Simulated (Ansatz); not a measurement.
**CCSD(T) against full CI for several species**

Each species is computed at the geometry given (Å), with frozen cores, in Ansatz 0.2.0: RHF-CCSD(T) for singlets, UHF-CCSD(T) otherwise, and full CI in the same basis. The program picks the determinant by a search with trial CCSD, so it needn't be the lowest Hartree–Fock solution. States: SF⁺ triplet Σ⁻ or Δ, BeBr⁺ singlet Σ⁺, HGeNa singlet A', BeH3⁺ singlet A1. Cases whose determinant has another symmetry than full CI's state, or lies over 0.5 eV above the lowest of its kind, whose (Q) step broke down or whose higher cluster runs on it stay over 0.1 eV above full CI weren't drawn. No relativity is included.

Task: Judging by size, spin and bonding and the diagnostics given, rank them by the size of CCSD(T)'s error in total energy against full CI in the same basis, smallest first (an estimate).
A. BeH3⁺, singlet, cc-pVTZ: Be 0.000 0.000 0.187; H 0.000 0.390 -1.449; H 0.000 0.000 1.228; H 0.000 -0.390 -1.449. T1 0.005, (T) -7 meV in a correlation energy of -2.16 eV
B. SF⁺, triplet, 6-31G: F 0.000 0.000 0.000; S 0.000 0.000 1.504. T1 0.026, (T) -93 meV in a correlation energy of -4.54 eV
C. HGeNa, singlet, cc-pVDZ: Ge 0.000 -0.035 0.902; Na 0.000 0.020 -2.883; H 0.000 2.067 0.779. T1 0.039, (T) -133 meV in a correlation energy of -3.36 eV
D. BeBr⁺, singlet, 6-31G: Br 0.000 0.000 0.000; Be 0.000 0.000 2.037. T1 0.031, (T) -90 meV in a correlation energy of -1.92 eV

Result: A (1.8 meV), D (11.0 meV), B (29.5 meV), C (43.3 meV).

```tsv
species	basis	correlated electrons	CCSD(T) − full CI (meV)	CCSDT(Q) − full CI (meV)	unpaired electrons (full CI)	T1	⟨S²⟩ of the determinant
BeH3⁺, singlet	cc-pVTZ	4	1.8	0.0	0.02	0.005	0.00
BeBr⁺, singlet	6-31G	8	11.0	-6.3	0.03	0.031	0.00
SF⁺, triplet	6-31G	12	29.5	-3.5	2.03	0.026	2.01
HGeNa, singlet	cc-pVDZ	6	43.3	2.6	0.41	0.039	0.00
```

Unpaired electrons are Σ n²(2−n)² over natural occupations; an open shell counts its own unpaired electrons too. Frozen cores follow each run's orbitals, which moves totals by a few meV. RHF is unstable for HGeNa, singlet in cc-pVDZ: UHF reaches ⟨S²⟩ = 1.06.
